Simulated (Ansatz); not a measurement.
## Setting up SiH2Cl (chlorosilyl radical) in Ansatz

SiH2Cl has 4 atoms, charge 0, and is taken as a doublet. SMILES: `[SiH2]Cl`. Geometry: relaxed at GFN2-xTB.

| atom | x (Å) | y (Å) | z (Å) |
| --- | --- | --- | --- |
| Si | -0.2836 | 0.2377 | 0.1316 |
| Cl | 1.5977 | -0.0596 | 0.8111 |
| H | -1.0650 | -0.9783 | 0.2633 |
| H | -0.2491 | 0.8002 | -1.2060 |

Settings wanted:

| Setting | Value |
| --- | --- |
| basis set | STO-3G |
| task | energy |
| method | DFT |
| functional | BLYP |
| reference | UKS |
| relativity | none |
| accuracy | high |

Q: Give an Ansatz 0.2.0 job that does this.

A: One that was run (others would do as well):

run.yaml:
```yaml
crystal:
  periodic: [false, false, false]
  atoms:
    - {symbol: Si, position_ang: [-0.283580, 0.237700, 0.131590]}
    - {symbol: Cl, position_ang: [1.597690, -0.059610, 0.811090]}
    - {symbol: H, position_ang: [-1.065000, -0.978280, 0.263310]}
    - {symbol: H, position_ang: [-0.249110, 0.800200, -1.205980]}
basis:
  gaussian: {orbitals: STO-3G}
hamiltonian: {xc: {name: BLYP}}
magnetization: {spin_polarized: true, initial_magnetization: 1}
accuracy: high
```

```bash
$ ansatz run run.yaml --threads 1 --pin off --max-ram 2610MiB --events-out events.jsonl --progress --plain --runs-dir runs
```

Calculated total energy: -742.39938 Eh.
